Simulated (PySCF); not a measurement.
Level of theory: PBE0 in PySCF with Si def2-TZVP, O def2-TZVP, H def2-TZVP; no relativity; density-fitted integrals. Open shells, if any, are unrestricted.

What shape and geometry does isolated singlet H₂SiO take (every ligand bound to Si)?

Counting electrons, silicon keeps none of its valence electrons outside its bonds, so the VSEPR class is AX3 and the expected shape is trigonal planar; with unlike ligands the computed point group is C2v. The lowest minimum found is a singlet of C2v symmetry with Si–H 1.486 Å (×2), Si–O 1.516 Å; H–Si–H 111.9°, H–Si–O 124.0° (×2). Its harmonic wavenumbers are 686 (b2), 703 (b1), 1001 (a1), 1247 (a1), 2222 (a1), 2237 (b2) cm⁻¹ and its dipole moment is 3.69 D.

Only a few start shapes were tried, so a lower isomer may exist.
